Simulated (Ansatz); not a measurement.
[GeH₃···H···Si], triplet: the ladder up to UCCSDT(Q)

Geometry: a point of a hydrogen-transfer path between rigid fragments, not a stationary point.

```yaml
atoms:
  - { symbol: Ge, position_ang: [-1.0148, 0.0000, 0.0000] }
  - { symbol: H, position_ang: [-1.5263, 1.4466, 0.0000] }
  - { symbol: H, position_ang: [-1.5263, -0.7233, 1.2528] }
  - { symbol: H, position_ang: [-1.5263, -0.7233, -1.2528] }
  - { symbol: H, position_ang: [0.8622, 0.0000, 0.0000] }
  - { symbol: Si, position_ang: [2.7582, 0.0000, 0.0000] }
```

Basis cc-pVDZ; Ansatz 0.2.0. Correlated methods freeze the noble-gas cores and the filled d shells of p-block atoms, which leaves 12 electrons in 46 orbitals. Prefix R: restricted or restricted open-shell reference; prefix U: unrestricted. Active spaces: pair = (4e, 4o) about the gap. No spin–orbit coupling is included, and no scalar relativity.

Full CI isn't at hand for all of this; UCCSDT(Q) serves as the reference, and is uncertain by about the last step of the cluster series. The frozen core follows each run's orbitals, which can shift R against U totals by a few meV for light atoms and by up to 0.1 eV past Ca.

The UHF ⟨S²⟩ is 2.022, the T1 diagnostic (RCCSD) is 0.0197 and the largest doubles amplitude (RCCSD) is 0.087. The T1 diagnostic (UCCSD) is 0.0148.

| level | E − E(UCCSDT(Q)) (kJ/mol) | share of correlation (%) | wall time |
| --- | --- | --- | --- |
| UHF | 580.0 | 2.07 | – |
| UMP2 | 142.7 | 75.91 | – |
| UCCSD | 17.2 | 97.10 | – |
| UCCSD(T) | 3.9 | 99.33 | 23 s |
| UCCSDT | 0.6 | 99.90 | – |

The correlation energy at UCCSDT(Q), counted from RHF, is -6.138 eV. That run took 70 s on 1 thread of Intel Xeon Platinum 8259CL, shared host.

Run but not shown, since their state or frozen core can't be matched to the reference's or they repeat it: RHF, RMP2, CISD, RCCSD, RCCSD(T), BCCD(T), RCCSDT, RCCSDT(Q), CASSCF (pair space), NEVPT2 (pair space), MRCISD (pair space), MRCISD+Q (pair space).

Times hold each run's SCF and search for its determinant on a shared host, so for small cases they say little of a method's own cost; they ran on 1 thread of Intel Xeon Platinum 8259CL.
